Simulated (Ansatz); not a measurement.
# HNOP: the cost of one run

Program: Ansatz 0.2.0, Gaussian basis. Level of theory: def2-QZVPP, all electrons in the functionals, frozen cores in the correlation of double hybrids and RPA. These are calculated values, not measurements.

The runs, in order: PBE, BLYP, r2SCAN, B97M-V, PBE0, B3LYP, wB97M-V, B2PLYP, at charge 0, doublet; charge 0, quartet; charge 1, singlet; charge 1, triplet.

2 further runs of the same task are left out: 2 set aside as unsound or not needed.

## 1. What is computed

The geometry is a PBE0/def2-TZVP stationary point (not a proven minimum).

4 atoms, charge 0, spin multiplicity 2.

Atoms are counted from 1 here; the program's logs count them from 0.

Bond lengths: N1–P2 1.551 Å, N1–H4 1.015 Å, P2–O3 1.467 Å. Angles: P2–N1–H4 117.5°, N1–P2–O3 126.9°.

No dispersion term is added; B97M-V, wB97M-V hold VV10 nonlocal correlation. B3LYP takes the VWN-RPA correlation.

The geometry shown and the zero of energy belong to the point charge 0, doublet. The yardstick, UCCSD(T), and other wave-function levels (R restricted, U unrestricted, valence and pair active spaces) come from earlier runs.

## 2. PBE, charge 0, doublet

The input, in.yaml:

```yaml
crystal:
  periodic: [false, false, false]
  atoms:
    - {symbol: N, position_ang: [0.000000, -0.385084, 1.371493]}
    - {symbol: P, position_ang: [0.000000, 0.327392, -0.005904]}
    - {symbol: O, position_ang: [0.000000, -0.309237, -1.327958]}
    - {symbol: H, position_ang: [0.000000, 0.199224, 2.201813]}
basis:
  gaussian: {orbitals: "def2-QZVPP.json"}
magnetization: {spin_polarized: true, initial_magnetization: 1}
hamiltonian: {xc: {name: PBE}}
output: {orbitals: {seedname: orbitals}}
```

Launch:

```
> ansatz run in.yaml --threads 1 --pin off --events-out ev --progress --plain --max-ram 2393MiB
```

**Question.** How long does this run take on 1 thread of Arm Neoverse V2, shared host?

About 5.5 s.
